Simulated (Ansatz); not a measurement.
Predict the output of the script below (the Python package of Ansatz (0.2.0)).

`run_composite.py`:
```python
"""A composite energy for CH5AlO: DFT geometry, MP2 basis limit, coupled-cluster correction."""

import ansatz as az
import numpy as np

geometry_ang = [
    ("C", (-0.443, 0.9912, -0.3156)),
    ("O", (-0.4621, 0.2626, 0.8447)),
    ("Al", (0.4949, -1.2756, 0.5347)),
    ("H", (-0.9177, 0.4985, -1.1604)),
    ("H", (0.5327, 1.3519, -0.6449)),
    ("H", (-1.0848, 1.9684, -0.1313)),
    ("H", (2.1298, -1.2767, 0.8136)),
    ("H", (-0.1576, -2.5775, 0.0033)),
]
geometry = az.Crystal.molecule()
for symbol, xyz in geometry_ang:
    geometry = geometry.atom(symbol, xyz)

calc = geometry.calculation()
calc = calc.basis(gaussian="def2-SVP")
calc = calc.functional("b3lyp")
symbols = [site.symbol for site in geometry.cartesian_sites]
start = np.array([site.position_ang for site in geometry.cartesian_sites], dtype=float)
summary = calc.relax(force_tolerance=0.01).run(threads=1, backend="cpu").report
end = np.array(summary["positions_ang"])
print("final positions (A) and the move of each atom")
for symbol, xyz, old in zip(symbols, end, start):
    print(f"{symbol:2s} {xyz[0]:10.5f} {xyz[1]:10.5f} {xyz[2]:10.5f}   {np.linalg.norm(xyz - old):7.4f}")

minimum = az.Crystal.molecule()
for symbol, place in zip(symbols, end):
    minimum = minimum.atom(symbol, place.tolist())
at_minimum = minimum.calculation()
# MP2 extrapolated to the basis limit, plus the small-basis difference CCSD(T) - MP2
level = lambda method, basis: at_minimum.basis(gaussian=basis).correlation(method).run(threads=1, backend="cpu").report
small, large, cluster = level("mp2", "cc-pVDZ"), level("mp2", "cc-pVTZ"), level("ccsd_t", "cc-pVDZ")
corr = lambda each: (each["free_energy_ev"] - each["reference_energy_ev"]) / 27.211386246
mp2_limit = (27 * corr(large) - 8 * corr(small)) / 19
pieces = {"HF / cc-pVTZ": large["reference_energy_ev"] / 27.211386246, "MP2 correlation, DZ-TZ limit": mp2_limit, "CCSD(T) - MP2 / cc-pVDZ": corr(cluster) - corr(small)}
for name, value in pieces.items():
    print(f"{name:32s} {value:14.6f} Ha")
print(f"{'sum':32s} {sum(pieces.values()):14.6f} Ha")
print("T1 diagnostic", round(cluster["correlation"]["coupled_cluster"]["t1_diagnostic"], 4))
```

```console
$ python run_composite.py
final positions (A) and the move of each atom
C    -0.47600    1.11140   -0.43157    0.1703
O    -0.49060   -0.23011   -0.04424    1.0168
Al    0.54824   -1.45020    0.52210    0.1830
H    -0.81875    1.21743   -1.47722    0.7919
H     0.52927    1.57119   -0.35944    0.3600
H    -1.16225    1.70541    0.19955    0.4297
H     2.08472   -1.13094    0.74487    0.1673
H    -0.12244   -2.85138    0.79005    0.8338
HF / cc-pVTZ                        -357.639601 Ha
MP2 correlation, DZ-TZ limit          -0.542638 Ha
CCSD(T) - MP2 / cc-pVDZ               -0.046297 Ha
sum                                 -358.228536 Ha
T1 diagnostic 0.0142
```

What to keep in mind:
- Total energies depend on the basis set; only differences at equal settings carry meaning.
- The sum leaves out core correlation, relativity, the Hartree-Fock basis error and zero-point energy; a DZ-TZ extrapolation is rough.
- b3lyp holds the VWN-RPA fit, as in Gaussian; the form of ORCA and Turbomole is b3lyp5.
- Inner cores stay frozen, so this is valence correlation.
- For Al to Cl the sets with a tight d function, cc-pV(X+d)Z, are usual.
- An extrapolation from small basis sets is rough.
- Timing: 37 s on 1 thread of Arm Neoverse V2, on a shared host, peak memory 0.33 GiB.
